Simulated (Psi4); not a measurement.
Input for Psi4: SAPT0/jun-cc-pV(D+d)Z on C4H4 (a complex).

```
memory 1800 MB

molecule dimer {
0 1
C    -0.59956466   -0.06930938   -2.04995655
H    -1.66156966   -0.06926638   -2.05587755
C     0.61227434   -0.06940338   -2.04672755
H     1.67430034   -0.06953238   -2.04692355
--
0 1
C    -0.00439266    0.05022862    1.44293845
H    -0.00099766    0.01649362    0.37964145
C    -0.00832866    0.08851862    2.65440445
H    -0.01159466    0.12189462    3.71531545
units angstrom
symmetry c1
no_reorient
no_com
}

set {
  basis jun-cc-pV(D+d)Z
  scf_type df
  freeze_core true
}

energy('sapt0')
```

It printed:

```
[...]
==> Input File <==

--------------------------------------------------------------------------
memory 1800 MB

molecule dimer {
0 1
C    -0.59956466   -0.06930938   -2.04995655
H    -1.66156966   -0.06926638   -2.05587755
C     0.61227434   -0.06940338   -2.04672755
H     1.67430034   -0.06953238   -2.04692355
--
0 1
C    -0.00439266    0.05022862    1.44293845
H    -0.00099766    0.01649362    0.37964145
C    -0.00832866    0.08851862    2.65440445
H    -0.01159466    0.12189462    3.71531545
units angstrom
symmetry c1
no_reorient
no_com
}

set {
  basis jun-cc-pV(D+d)Z
  scf_type df
  freeze_core true
}

energy('sapt0')
--------------------------------------------------------------------------


   => Loading Basis Set <=

    Name: JUN-CC-PV(D+D)Z
    Role: ORBITAL
    Keyword: BASIS
    atoms 1, 3, 5, 7 entry C          line   188 file jun-cc-pv_dpd_z.gbs
    atoms 2, 4, 6, 8 entry H          line    60 file jun-cc-pv_dpd_z.gbs

   => Loading Basis Set <=

    Name: JUN-CC-PV(D+D)Z
    Role: ORBITAL
    Keyword: BASIS
    atoms 1, 3, 5, 7 entry C          line   188 file jun-cc-pv_dpd_z.gbs
    atoms 2, 4, 6, 8 entry H          line    60 file jun-cc-pv_dpd_z.gbs


  //>>>>>>>>>>>>>>>>>>>>>>>>>>>>>>>>>>>//
  //              Dimer HF             //
  //<<<<<<<<<<<<<<<<<<<<<<<<<<<<<<<<<<<//

   => Libint2 <=

    Primary   basis highest AM E, G, H:  7, 6, 3
    Auxiliary basis highest AM E, G, H:  7, 7, 4
    Onebody   basis highest AM E, G, H:  -, -, -
    Solid Harmonics ordering:            Gaussian


   => Loading Basis Set <=

    Name: JUN-CC-PV(D+D)Z
    Role: ORBITAL
    Keyword: BASIS
    atoms 1, 3, 5, 7 entry C          line   188 file jun-cc-pv_dpd_z.gbs
    atoms 2, 4, 6, 8 entry H          line    60 file jun-cc-pv_dpd_z.gbs


         ---------------------------------------------------------
                                   SCF
               by Justin Turney, Rob Parrish, Andy Simmonett
                          and Daniel G. A. Smith
                              RHF Reference
                        1 Threads,   1716 MiB Core
         ---------------------------------------------------------

  ==> Geometry <==

    Molecular point group: c1
    Full point group: C1

    Geometry (in Angstrom), charge = 0, multiplicity = 1:

       Center              X                  Y                   Z               Mass
    ------------   -----------------  -----------------  -----------------  -----------------
         C           -0.599564660000    -0.069309380000    -2.049956550000    12.000000000000
         H           -1.661569660000    -0.069266380000    -2.055877550000     1.007825032230
         C            0.612274340000    -0.069403380000    -2.046727550000    12.000000000000
         H            1.674300340000    -0.069532380000    -2.046923550000     1.007825032230
         C           -0.004392660000     0.050228620000     1.442938450000    12.000000000000
         H           -0.000997660000     0.016493620000     0.379641450000     1.007825032230
         C           -0.008328660000     0.088518620000     2.654404450000    12.000000000000
         H           -0.011594660000     0.121894620000     3.715315450000     1.007825032230

  Running in c1 symmetry.

  Rotational constants: A =      1.16912  B =      0.07234  C =      0.06812 [cm^-1]
  Rotational constants: A =  35049.41055  B =   2168.65232  C =   2042.28866 [MHz]
  Nuclear repulsion =   75.147654737243002

  Charge       = 0
  Multiplicity = 1
  Electrons    = 28
  Nalpha       = 14
  Nbeta        = 14

  ==> Algorithm <==

  SCF Algorithm Type is DF.
  DIIS enabled.
  MOM disabled.
  Fractional occupation disabled.
  Guess Type is SAD.
  Energy threshold   = 1.00e-08
  Density threshold  = 1.00e-08
  Integral threshold = 1.00e-12

  ==> Primary Basis <==

  Basis Set: JUN-CC-PV(D+D)Z
    Blend: JUN-CC-PV(D+D)Z
    Number of shells: 44
    Number of basis functions: 92
    Number of Cartesian functions: 96
    Spherical Harmonics?: true
    Max angular momentum: 2

   => Loading Basis Set <=

    Name: (JUN-CC-PV(D+D)Z AUX)
    Role: JKFIT
    Keyword: DF_BASIS_SCF
    atoms 1, 3, 5, 7 entry C          line   146 file jun-cc-pvdz-jkfit.gbs
    atoms 2, 4, 6, 8 entry H          line    70 file jun-cc-pvdz-jkfit.gbs

  ==> Integral Setup <==

  DFHelper Memory: AOs need 0.028 GiB; user supplied 1.257 GiB.
  SCF_SUBTYPE=INCORE selected. In-core MEM_DF algorithm will be used.
  Using in-core AOs.

  ==> MemDFJK: Density-Fitted J/K Matrices <==

    J tasked:                   Yes
    K tasked:                   Yes
    wK tasked:                   No
    OpenMP threads:               1
    Algorithm:                 Core
    Schwarz Cutoff:           1E-12
    Mask sparsity (%):       2.7410
    Fitting Condition:        1E-10

   => Auxiliary Basis Set <=

  Basis Set: (JUN-CC-PV(D+D)Z AUX)
    Blend: JUN-CC-PVDZ-JKFIT
    Number of shells: 144
    Number of basis functions: 408
    Number of Cartesian functions: 
[...]
46161
      86A      3.782604    87A      3.783945    88A      4.457024
      89A      5.402920    90A      5.965026    91A     18.430809
      92A     18.609321

    Final Occupation by Irrep:
              A
    DOCC [     7 ]
    NA   [     7 ]
    NB   [     7 ]

  @DF-RHF Final Energy:   -76.82703701897069

   => Energetics <=

    Nuclear Repulsion Energy =             24.6431214519937036
    One-Electron Energy =                -151.3193640144473306
    Two-Electron Energy =                  49.8492055434829311
    Total Energy =                        -76.8270370189706853

Computation Completed


Properties will be evaluated at   0.000000,   0.000000,   0.000000 [a0]

Properties computed using the SCF density matrix


 Multipole Moments:

 ------------------------------------------------------------------------------------
     Multipole            Electronic (a.u.)      Nuclear  (a.u.)        Total (a.u.)
 ------------------------------------------------------------------------------------

 L = 1.  Multiply by 2.5417464519 to convert [e a0] to [Debye]
 Dipole X            :          0.1680913           -0.1680349            0.0000564
 Dipole Y            :         -1.8348484            1.8346816           -0.0001668
 Dipole Z            :        -54.1960095           54.1954826           -0.0005269
 Magnitude           :                                                    0.0005556

 ------------------------------------------------------------------------------------

  Constructing Basis Sets for SAPT...

   => Loading Basis Set <=

    Name: (JUN-CC-PV(D+D)Z AUX)
    Role: RIFIT
    Keyword: DF_BASIS_SAPT
    atoms 1, 3, 5, 7 entry C          line   100 file jun-cc-pvdz-ri.gbs
    atoms 2, 4, 6, 8 entry H          line    30 file jun-cc-pvdz-ri.gbs

   => Loading Basis Set <=

    Name: (JUN-CC-PV(D+D)Z AUX)
    Role: JKFIT
    Keyword: DF_BASIS_ELST
    atoms 1, 3, 5, 7 entry C          line   146 file jun-cc-pvdz-jkfit.gbs
    atoms 2, 4, 6, 8 entry H          line    70 file jun-cc-pvdz-jkfit.gbs


  //>>>>>>>>>>>>>>>>>>>>>>>>>>>>>>>>>>>//
  //               SAPT0               //
  //<<<<<<<<<<<<<<<<<<<<<<<<<<<<<<<<<<<//



        SAPT0
    Ed Hohenstein
     6 June 2009

      Orbital Information
  --------------------------
    NSO        =        92
    NMO        =        92
    NRI        =       316
    NRI (Elst) =       408
    NOCC A     =         7
    NOCC B     =         7
    FOCC A     =         2
    FOCC B     =         2
    NVIR A     =        85
    NVIR B     =        85

    Elst10,r            =    -0.005326719248 [Eh]
    Exch10              =     0.008012258364 [Eh]
    Exch10 (S^2)        =     0.007954450531 [Eh]

    Maxiter = 50
    CPHF R converge = 1.000000E-08

    Iter     Energy [mEh]          dE [mEh]         Residual      Time [s]
       1      -1.56802797       1.568027967     6.593559e-03             0
       2      -2.02218400       0.454156034     1.452590e-03             0
       3      -2.03107458       0.008890577     3.427164e-04             0
       4      -2.02383010      -0.007244476     6.213719e-05             0
       5      -2.02414610       0.000315999     1.717293e-05             0
       6      -2.02436937       0.000223271     3.779781e-06             0
       7      -2.02436443      -0.000004938     1.366783e-06             0
       8      -2.02434942      -0.000015012     1.922543e-07             0
       9      -2.02435079       0.000001368     5.398894e-08             0
      10      -2.02435055      -0.000000242     2.742463e-08             0
      11      -2.02435062       0.000000069     6.339059e-09             0

    CHF Iterations converged

    Maxiter = 50
    CPHF R converge = 1.000000E-08

    Iter     Energy [mEh]          dE [mEh]         Residual      Time [s]
       1      -0.31646652       0.316466521     3.628030e-03             0
       2      -0.33504261       0.018576086     1.202005e-03             0
       3      -0.36214909       0.027106483     1.697391e-04             0
       4      -0.36094925      -0.001199843     8.280647e-05             0
       5      -0.36085666      -0.000092591     3.945173e-05             0
       6      -0.36111324       0.000256585     1.192411e-05             0
       7      -0.36105409      -0.000059156     1.584661e-06             0
       8      -0.36105853       0.000004449     2.046736e-07             0
       9      -0.36105813      -0.000000406     4.144377e-08             0
      10      -0.36105818       0.000000053     4.900864e-09             0

    CHF Iterations converged

    Ind20,r (A<-B)      =    -0.002024350616 [Eh]
    Ind20,r (B<-A)      =    -0.000361058181 [Eh]
    Ind20,r             =    -0.002385408797 [Eh]
    Exch-Ind20,r (A<-B) =     0.001469865422 [Eh]
    Exch-Ind20,r (B<-A) =     0.000244006475 [Eh]
    Exch-Ind20,r        =     0.001713871897 [Eh]
    Disp20              =    -0.002958927778 [Eh]
    Disp20 (SS)         =    -0.001479463889 [Eh]
    Disp20 (OS)         =    -0.001479463889 [Eh]
    Exch-Disp20         =     0.000465328708 [Eh]
    Exch-Disp20 (SS)    =     0.000282217917 [Eh]
    Exch-Disp20 (OS)    =     0.000183110791 [Eh]

    SAPT Results
  --------------------------------------------------------------------------------------------------------
    Electrostatics                 -5.32671925 [mEh]      -3.34256679 [kcal/mol]     -13.98529946 [kJ/mol]
      Elst10,r                     -5.32671925 [mEh]      -3.34256679 [kcal/mol]     -13.98529946 [kJ/mol]

    Exchange                        8.01225836 [mEh]       5.02776803 [kcal/mol]      21.03618144 [kJ/mol]
      Exch10                        8.01225836 [mEh]       5.02776803 [kcal/mol]      21.03618144 [kJ/mol]
      Exch10(S^2)                   7.95445053 [mEh]       4.99149307 [kcal/mol]      20.88440699 [kJ/mol]

    Induction                      -1.71130464 [mEh]      -1.07385987 [kcal/mol]      -4.49302971 [kJ/mol]
      Ind20,r                      -2.38540880 [mEh]      -1.49686662 [kcal/mol]      -6.26288993 [kJ/mol]
      Exch-Ind20,r                  1.71387190 [mEh]       1.07547085 [kcal/mol]       4.49977005 [kJ/mol]
      delta HF,r (2)               -1.03976774 [mEh]      -0.65246411 [kcal/mol]      -2.72990982 [kJ/mol]

    Dispersion                     -2.49359907 [mEh]      -1.56475704 [kcal/mol]      -6.54694346 [kJ/mol]
      Disp20                       -2.95892778 [mEh]      -1.85675521 [kcal/mol]      -7.76866381 [kJ/mol]
      Exch-Disp20                   0.46532871 [mEh]       0.29199817 [kcal/mol]       1.22172035 [kJ/mol]
      Disp20 (SS)                  -1.47946389 [mEh]      -0.92837761 [kcal/mol]      -3.88433191 [kJ/mol]
      Disp20 (OS)                  -1.47946389 [mEh]      -0.92837761 [kcal/mol]      -3.88433191 [kJ/mol]
      Exch-Disp20 (SS)              0.28221792 [mEh]       0.17709442 [kcal/mol]       0.74096304 [kJ/mol]
      Exch-Disp20 (OS)              0.18311079 [mEh]       0.11490376 [kcal/mol]       0.48075732 [kJ/mol]

  Total HF                          0.97423448 [mEh]       0.61134136 [kcal/mol]       2.55785227 [kJ/mol]
  Total SAPT0                      -1.51936459 [mEh]      -0.95341568 [kcal/mol]      -3.98909119 [kJ/mol]

  Special recipe for scaled SAPT0 (see Manual):
    Electrostatics sSAPT0          -5.32671925 [mEh]      -3.34256679 [kcal/mol]     -13.98529946 [kJ/mol]
    Exchange sSAPT0                 8.01225836 [mEh]       5.02776803 [kcal/mol]      21.03618144 [kJ/mol]
    Induction sSAPT0               -1.67366647 [mEh]      -1.05024157 [kcal/mol]      -4.39421072 [kJ/mol]
    Dispersion sSAPT0              -2.48338003 [mEh]      -1.55834450 [kcal/mol]      -6.52011338 [kJ/mol]
  Total sSAPT0                     -1.47150739 [mEh]      -0.92338483 [kcal/mol]      -3.86344212 [kJ/mol]
  --------------------------------------------------------------------------------------------------------



*** Psi4 exiting successfully. Buy a developer a beer!
```

The run finished.

Cost: very roughly 10 core-seconds.
